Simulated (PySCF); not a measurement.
Static response to an electric field

Compound: C₃H₄Cl₂O.
SMILES with atom numbers: `[Cl:1][CH:2]([Cl:3])[C@H:4]1[CH2:5][O:6]1` (hydrogens: H7 on C2; H8 on C4; H9, H10 on C5)

Structure used (GFN2-xTB), in Å, numbered top down from 1:
```
atom  x, y, z in Å
Cl1   -1.803   -1.639   -0.159
C2    -1.223    0.044   -0.097
Cl3   -1.164    0.724   -1.732
C4     0.129    0.058    0.582
C5     1.387   -0.041   -0.160
O6     0.945    1.165    0.396
H7    -1.958    0.621    0.470
H8     0.086   -0.332    1.598
H9     2.246   -0.496    0.321
H10    1.363   -0.100   -1.241
```

Level: PBE0/def2-SVPD (PySCF), static field, nuclei fixed, core orbitals frozen in the response. The polarisability tensor in these axes (au):

```
x   67.77  5.09  1.20
y    5.09 65.39 -5.80
z    1.20 -5.80 63.15
```

**Question.** Diagonalise the tensor; give its mean and Δα, where Δα² is half the sum of the squared differences of the eigenvalues.

**Answer.** Principal values 56.69, 66.83 and 72.80 au; mean 65.44 au = 9.70 Å³ = 10.79 × 10⁻⁴⁰ C²·m²/J; Δα = 14.11 au (22 % of the mean).

**Question.** What is the dipole moment, and where does it point?

**Answer.** (0.55, -0.76, 1.07) D, 1.42 D in size, pointing from the negative to the positive side. Measured along this direction, the outermost atoms are Cl3 at the negative end and H8 and H9 at the positive end.

**Question.** Find the Langevin capture rate constant for O2+ (31.990 u) meeting this molecule (125.964 u), k = 2.342 × 10⁻⁹ cm³/s × √(α in Å³ / reduced mass in u).

**Answer.** The reduced mass is 25.51 u, so k = 1.44 × 10⁻⁹ cm³/s. The formula leaves out the permanent dipole, which adds to the capture rate.

**Question.** Rayleigh depolarisation ratio (linearly polarised light, static tensor)?

**Answer.** ρ = 3Δα²/(45ᾱ² + 4Δα²) = 596.9/(192692 + 795.9) ≈ 0.00309.

**Question.** Give the principal axes and the span of the nuclei along them.

**Answer.** Largest value along (0.63, 0.70, -0.34), where the nuclei span 3.49 Å; middle along (0.68, -0.28, 0.67), 4.06 Å; least along (-0.37, 0.66, 0.66), 2.83 Å. The strongest response doesn't lie along the longest of the three spans.

**Question.** Give the eigenvalues of the traceless quadrupole moment Θ = ½Σq(3rr − r²1), origin at the centre of nuclear charge.

**Answer.** -9.44, 2.15, 7.29 D·Å. The values depend on the origin, since the dipole doesn't vanish. The electronic extent ⟨r²⟩ about the same centre is 850 bohr², a root-mean-square distance of 1.93 Å for the 64 electrons.

**Question.** In a dilute gas of rigid molecules at 273 K, how does the orientational term μ²/3kT compare with the electronic polarisability?

**Answer.** In Gaussian units μ²/3kT = 17.83 Å³ against 9.70 Å³, a ratio of 1.84; the Debye molar polarisation (4π/3)N_A(α + μ²/3kT) is 69.4 cm³/mol, leaving out the vibrational part.

Geometry: GFN2-xTB, one conformer, isolated molecule.

These values come from a run that also computed excited states. Time: 20 s wall (with the writing of density and orbital grids); peak memory 0.71 GiB. Hardware: Arm Neoverse V1, one thread, shared host with 32 logical CPUs at a one-minute load of 14.
